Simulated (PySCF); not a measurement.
Species: C6H7 (charge -1).
Atom-mapped SMILES: `[C-:1]#[C:2][CH2:3][CH:4]1[CH2:5][CH2:6]1`

Geometry (GFN2-xTB, Å), atoms numbered from 1 in this order:
```
atom  x, y, z in Å
C1    -2.610    2.018   -0.936
C2    -1.993    1.059   -0.482
C3    -1.264   -0.117    0.082
C4     0.156   -0.197   -0.440
C5     1.270    0.519    0.255
C6     1.225   -0.982    0.276
H7    -1.779   -1.064   -0.186
H8    -1.231   -0.077    1.189
H9     0.208   -0.212   -1.526
H10    2.039    1.002   -0.335
H11    1.041    1.045    1.171
H12    0.967   -1.466    1.210
H13    1.967   -1.527   -0.297
```

NICS is the negative of the GIAO shielding at a point without a nucleus: at the ring centre (0) and 1 Å above and below it (1); zz is the component along the ring normal. Level: GIAO PBE0/pcSseg-1 (PySCF, non-relativistic, gas phase) on the GFN2-xTB geometry, one conformer.

Ring bond lengths (Å), with Mayer bond orders in brackets: C4–C5 1.495 (0.95), C5–C6 1.503 (0.98), C6–C4 1.507 (0.94).

**Question.** What do the NICS probes read (ppm)?

**Answer.** 
```tsv
ring	type	NICS(0)	NICS(1), two faces	NICS(1)zz, two faces	rms pucker (Å)	centre to ring atoms, mean (Å)
C4–C5–C6	3-membered carbocycle; formal bonds all single	-42.3	-8.7 / -8.7	-21.1 / -23.2	0.00	0.87
```

**Question.** What do they say, and how far can they be read as aromaticity?

**Answer.** 
- C4–C5–C6: mean NICS(1)zz -22.1 ppm, shielded. C4, C5, C6 have four or more neighbours, so the value isn't read as a sign of a π ring current. NICS(0) lies 34 ppm below the mean NICS(1).

**Question.** What is the mean of the two in-plane components of NICS at the first NICS(1) probe listed for ring C4–C5–C6, 1 Å off the ring?

**Answer.** The isotropic value is a third of the trace: (3 × -8.7 − (-21.1))/2 = -2.5 ppm.

**Question.** List the ring angles and the Hirshfeld charges of the ring atoms.

**Answer.** 
- C4–C5–C6: C4 60.1° (-0.037 e), C5 60.4° (-0.101 e), C6 59.6° (-0.117 e); sum 180.0° against 180° for a flat convex ring.

**Question.** What are the shieldings of the ring atoms and their hydrogens in the same run (means over atoms taken as equivalent)?

**Answer.** 
| atoms | environment | σ isotropic (ppm) |
| --- | --- | --- |
| C4 | three-membered-ring carbon | 166.5 |
| C5 (×2) | three-membered-ring carbon | 180.3 |
| H9 | methine hydrogen | 30.72 |
| H10 (×2) | methylene hydrogen | 31.67 |
| H11 (×2) | methylene hydrogen | 31.93 |

On an Arm Neoverse N1 with one thread, shared host, this took 21 s wall and 0.65 GiB of memory at its peak. This is the whole shielding run at PBE0/pcSseg-1, SCF included.
